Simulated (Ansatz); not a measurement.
in.yaml

```yaml
crystal:
  periodic: [false, false, false]
  atoms:
    - {symbol: I, position_ang: [0.000000, -0.019645, 0.000000]}
    - {symbol: H, position_ang: [0.000000, 1.236677, -1.277551]}
    - {symbol: H, position_ang: [0.000000, 1.236729, 1.277500]}
basis:
  gaussian: {orbitals: def2-SVP}
total_charge: 1
magnetization: {spin_polarized: false}
correlation: {method: ccsdt_q, electrons: outside_noble_gas}
```

```sh
$ ansatz run in.yaml --threads 1 --pin off --events-out ev --progress --plain --max-ram 2393MiB
```

The program prints:

```
749 factors; integrals over basis functions are off by at most 1.3e-7 eV
mean field evaluation 1: about -8093.1897 eV, gradient 1.3e1 eV
mean field evaluation 2: about -8093.1942 eV, gradient 1.3e1 eV
mean field evaluation 4: about -8093.9459 eV, gradient 1.1e0 eV
mean field evaluation 8: about -8093.9543 eV, gradient 2.8e-3 eV
mean field evaluation 16: about -8093.9501 eV, gradient 2.1e-1 eV
mean field -8093.95427383 eV, -297.4473332842 hartree, gradient 3.1e-6 eV, S^2 0.000000; 0 other end points of the search recorded, 0 dependent functions left out
9 core orbitals not correlated: weight in the atoms' cores, before any rotation towards them, 1.000 or more for the frozen orbitals, at most 0.000 for the correlated occupied ones
reference -8093.95427383 eV, -297.4473332842 hartree; 4, 4 occupied and 23, 23 virtual orbitals, 749 factors
second order -3.17690797 eV of doubles, -0.00000000 eV of singles
cycle   1  -3.59005506 eV  change   -4.1e-1 eV  update   6.0e-2
cycle   2  -3.86100936 eV  change   -2.7e-1 eV  update   2.7e-2
cycle   3  -3.88174534 eV  change   -2.1e-2 eV  update   7.9e-3
cycle   4  -3.88160069 eV  change    1.4e-4 eV  update   2.7e-3
cycle   5  -3.88211212 eV  change   -5.1e-4 eV  update   9.4e-4
cycle   6  -3.88190232 eV  change    2.1e-4 eV  update   3.6e-4
cycle   7  -3.88188238 eV  change    2.0e-5 eV  update   9.2e-5
cycle   8  -3.88192727 eV  change   -4.5e-5 eV  update   2.3e-5
cycle   9  -3.88191458 eV  change    1.3e-5 eV  update   7.2e-6
cycle  10  -3.88191373 eV  change    8.6e-7 eV  update   2.1e-6
cycle  11  -3.88191413 eV  change   -4.0e-7 eV  update   7.3e-7
perturbative correction -0.00569884 eV, -0.0002094285 hartree
Total energy: -8097.84188681 eV, -297.5902004257 hartree
```

For the same geometry and basis RCCSDTQ lies 0.5 meV lower.

Ran on 1 thread of Arm Neoverse N1, shared host: 2.2 s wall, 0.1 GiB peak host memory.
